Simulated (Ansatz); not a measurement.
Cost and result for the atomization energy of C4H7NS (`C#CC(C)(N)S`) (13 atoms, 12 bonds).

Cartesian coordinates in Å:
```
C 1.787 -1.336 -1.171
C 0.917 -0.792 -0.547
C -0.113 -0.091 0.225
C -1.019 0.703 -0.707
N 0.430 0.806 1.233
S -1.047 -1.421 1.083
H 2.555 -1.824 -1.722
H -0.437 1.473 -1.222
H -1.803 1.187 -0.124
H -1.469 0.050 -1.453
H 1.037 0.289 1.859
H 0.991 1.522 0.781
H -1.829 -0.567 1.766
```

The species carries charge 0 and has multiplicity 1. The geometry is a stationary point of PBE0-D4/def2-TZVP. It is one conformer, not always the lowest. Program: Ansatz. All runs use 4 threads of an AMD EPYC 7B13 on a shared host. Times are those of one run each, without the atoms' runs, and a repeat can differ threefold. Electronic energies, without spin–orbit coupling; frozen cores. CCSD(T)/CBS adds CCSD(T) − MP2 in def2-TZVPP to the MP2 limit, and its time is that of the two runs behind it. T1 = 0.011. B3LYP takes the VWN-RPA correlation (the form of Gaussian; ORCA's B3LYP/G).

CCSD(T)/CBS is a level of theory with its own doubt, some kJ/mol a heavy atom from the limit and from the frozen cores, so smaller differences don't rank the functionals.

| level | functions | wall time | atomization (kJ/mol) | difference from CCSD(T)/CBS | per bond |
| --- | --- | --- | --- | --- | --- |
| PBE-D4/def2-TZVPP (with forces) | 295 | 3.3 s | 5278.7 | 163.2 | 13.6 |
| PBE0-D4/def2-TZVPP | 295 | 3.8 s | 5162.9 | 47.4 | 3.9 |
| r2SCAN-D4/def2-TZVPP (with forces) | 295 | 4.9 s | 5122.1 | 6.6 | 0.6 |
| B3LYP-D4/def2-TZVPP (with forces) | 295 | 6 s | 5123.2 | 7.7 | 0.6 |
| ωB97X-V/def2-TZVPP | 295 | 8 s | 5126.2 | 10.7 | 0.9 |
| B2PLYP/def2-TZVPP | 295 | 8 s | 5067.5 | -48.0 | -4.0 |
| ωB97M-V/def2-TZVPP (with forces) | 295 | 12 s | 5143.9 | 28.4 | 2.4 |
| MP2/def2-QZVPP | 565 | 32 s | 5165.4 | 49.9 | 4.2 |
| CCSD(T)/def2-TZVPP | 295 | 9.5 min | 4973.8 | -141.7 | -11.8 |
| CCSD(T)/CBS(def2) | – | 10 min | 5115.5 | 0.0 | 0.0 |

In def2-TZVPP, CCSD(T) changes the Hartree–Fock value by +1374.7 kJ/mol (the triples alone add +95.6 kJ/mol) and MP2 by +1483.2 kJ/mol; breaking electron pairs costs correlation energy, which Hartree–Fock lacks. From PBE to PBE0 (25 % exact exchange), in def2-TZVPP and without D4, the atomization energy moves by −111.0 kJ/mol: exact exchange takes away binding that semilocal exchange gives to molecules. The D4 term adds +50.7 kJ/mol with B3LYP and +26.7 kJ/mol with PBE0; it sums over pairs of atoms, weighted by their polarisabilities, and B3LYP, whose exchange is more repulsive, gets the larger term.
